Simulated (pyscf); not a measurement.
Single points on ωB97X-D3(BJ)/def2-SVP structures (PySCF, gas phase). Correlated levels are frozen-core, on RHF or UHF. ΔMP2 is the change of the MP2 total energy from the triple- to the quadruple-zeta basis.

Question: `[Cl][Al]([Cl])[Cl]` + `[H]` [doublet] -> `[ClH]` + `[Cl][Al][Cl]` [doublet]
Surface: doublet. Broken: Al–Cl. Formed: Cl–H. Give ΔE‡ and ΔE from CCSD(T)/def2-TZVPP + ΔMP2(QZVPP), relative to the separated reactants.

Answer: ΔE‡ = 21.5 kcal/mol, ΔE = +10.2 kcal/mol. Zero-point energy shifts the barrier by +0.7 kcal/mol. It is an atom transfer, with an imaginary mode of 1297i cm⁻¹. On the product side the descent ends in a complex, 7.1 kcal/mol under the separated species and 17.4 kcal/mol under the saddle at ωB97X-D3(BJ)/def2-TZVP. At ωB97X-D3(BJ) the barrier from the zero used here is 24.1 kcal/mol. One saddle was located; it need not be the lowest between these sides. The angle at the transferred Cl is 143°. The CCSD(T) − MP2 part came from Ansatz, without density fitting, on the same reference.
